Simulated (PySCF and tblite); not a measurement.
The numbers below are computed, except where a source is named.
**Pyramidal inversion: stationary points, barriers and rates**

System: C₂H₅N, numbered as in [CH2:1]1[CH2:2][NH:3]1.

Motion: pyramidal inversion at N3. Level: PBE0/pcSseg-2 + D3(BJ) on B3LYP-D3(BJ)/def2-SVP stationary points, with GFN2-xTB thermal terms. Rates follow Eyring's equation with the number of equivalent paths and no tunnelling. Shieldings: GIAO at the same DFT level; methyl-like tops are averaged, other torsions stay as in the two minima; line shapes leave out couplings; of unlike H on one atom, [a] is the less shielded. Run with tblite and PySCF.

| point | symmetry | E(GFN2) kcal/mol | E(DFT) kcal/mol | ZPE change kcal/mol | lowest mode cm⁻¹ | dipole D |
| --- | --- | --- | --- | --- | --- | --- |
| start | Cs | 0.0 | 0.0 | 0.00 | 786 | 1.71 |
| saddle | C2v | 15.2 | 16.5 | -1.45 | 961i | 0.32 |
| end | Cs | 0.0 | 0.0 | 0.00 | 786 | 1.71 |

```
Electronic barrier                                      : 16.5 kcal/mol
Barrier with zero-point energy                          : 15.0 kcal/mol
ΔH‡ (298 K)                                             : 15.0 kcal/mol
ΔS‡ (298 K, symmetry apart)                             : -0.2 cal/(mol K)
Paths                                                   : 1 equivalent path
End point                                               : the same structure with atoms interchanged, or its mirror image
Mean lifetime of the start against this motion at 298 K : 17 ms
Cost                                                    : 49 s on 1 thread of Intel Xeon Platinum 8259CL @ 2.50GHz (shared host) (rough), peak memory 0.71 GiB, launched as `OMP_NUM_THREADS=1 python ens_run.py task.json out`
```

```json
{"T/K": "250", "ΔG‡ kcal/mol": "15.0", "k s⁻¹": "0.37"}
{"T/K": "298", "ΔG‡ kcal/mol": "15.0", "k s⁻¹": "58"}
{"T/K": "350", "ΔG‡ kcal/mol": "15.1", "k s⁻¹": "2900"}
{"T/K": "400", "ΔG‡ kcal/mol": "15.1", "k s⁻¹": "4.9×10⁴"}
{"T/K": "500", "ΔG‡ kcal/mol": "15.1", "k s⁻¹": "2.6×10⁶"}
```

ΔG and ΔG‡ leave out symmetry numbers and mirror images; rates count paths: 1 out.

Sites that the motion interchanges:

```
nucleus                  site    ppm        scale
     ¹H  H on C1, H on C2 [b]  29.88  shielding σ
     ¹H  H on C1, H on C2 [a]  29.65  shielding σ
```

```json
{"nucleus": "¹H", "sites": "H on C1, H on C2 [b] / H on C1, H on C2 [a]", "¹H MHz": "250", "spread Hz": "56", "coalescence K": "307", "k there s⁻¹": "125"}
{"nucleus": "¹H", "sites": "H on C1, H on C2 [b] / H on C1, H on C2 [a]", "¹H MHz": "700", "spread Hz": "158", "coalescence K": "320", "k there s⁻¹": "349"}
{"nucleus": "¹H", "sites": "H on C1, H on C2 [b] / H on C1, H on C2 [a]", "¹H MHz": "800", "spread Hz": "181", "coalescence K": "322", "k there s⁻¹": "401"}
```
